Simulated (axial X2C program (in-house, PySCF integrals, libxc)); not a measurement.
**Spectroscopic constants of Cl₂**

Calculated with an axial X2C code built on PySCF integrals. Spin-free means the one-electron spin-free X2C Hamiltonian; two-component (2c) means X2C with spin–orbit coupling and atomic mean-field two-electron Coulomb and Gaunt terms, so the difference of the two also holds small scalar two-electron terms. Basis: Cl dyall-v2z [6s6p1d] (cores contracted in-house); Gaussian nuclei, density fitting, unrestricted open shells. Masses: Cl 34.969 u.

Input file and command:
```json
{
 "zs": [
  17,
  17
 ],
 "q": 0,
 "bas": [
  "dyall-v2z",
  "dyall-v2z"
 ],
 "levels": [
  "PBE0",
  "HF",
  "BLYP",
  "PBE50"
 ],
 "cc": false,
 "r0": 1.98,
 "npts": 10,
 "nst": 2,
 "ntry": 6
}
```
```bash
python so2c.py task.json out
```

Keys: zs atomic numbers; q charge; bas basis sets; levels methods; cc coupled cluster on or off; r0 starting distance in Å; npts points on the curve; nst determinants followed; ntry starts of the search. HF also brings MP2.

State, spin-free: M_S = 0, Λ = 0 (closed shell); electrons by block: σα: 9, σβ: 9, π+α: 4, π+β: 4, π-α: 4, π-β: 4. Fragments: Cl + Cl.

State, 2c: Ω = 0 (closed shell); electrons by block: 1/2: 13, -1/2: 13, 3/2: 4, -3/2: 4. Fragments: Cl + Cl.

```tsv
Hamiltonian	level	Re (Å)	ωe (cm⁻¹)	ωexe (cm⁻¹)	Be (cm⁻¹)	αe (cm⁻¹)	De (eV)	D0 (eV)
spin-free	PBE0	2.017	561.5	2.46	0.2371	0.00135	2.29	2.25
spin-free	HF	2.006	602.0	2.29	0.2396	0.00121	0.531	0.494
spin-free	MP2	2.026	558.6	2.72	0.235	0.0014	1.93	1.90
spin-free	BLYP	2.083	486.3	2.42	0.2223	0.00143	2.33	2.30
spin-free	PBE50	1.993	598.2	2.39	0.2428	0.00128	2.02	1.98
2c	PBE0	2.017	561.1	2.46	0.237	0.00135	2.28	2.24
2c	HF	2.007	601.6	2.29	0.2394	0.00121	0.412	0.374
2c	MP2	2.026	558.2	2.73	0.2349	0.0014	1.86	1.82
2c	BLYP	2.083	485.8	2.43	0.2222	0.00143	2.31	2.28
2c	PBE50	1.993	597.8	2.4	0.2427	0.00128	2.00	1.96
```

Correlated methods: 14 electrons correlated (number of frozen shells: Cl 2 s, 1 p), 66 virtual spin orbitals or spinors in MP2.

The state is a single determinant with fixed occupations, the lowest that a limited PBE0 search found. The closed shell is kept restricted, so the energy runs too high when the bond is stretched far. De is counted from the lowest determinant-based energies of the atoms at the same level, without counterpoise correction. In 2c an atomic determinant is not the ground J level, so De misses part of the atomic spin–orbit lowering. This holds for PBE0, PBE50. The functionals have no current-density term, which raises determinants with orbital currents, atoms included.

Rough cost a point (2c) on 1 thread(s) of a shared host, integrals apart: PBE0 0.13 s, HF 0.05 s, BLYP 0.12 s, PBE50 0.13 s.

The whole task took 14 s on 1 thread of Arm Neoverse N1, on a shared host.
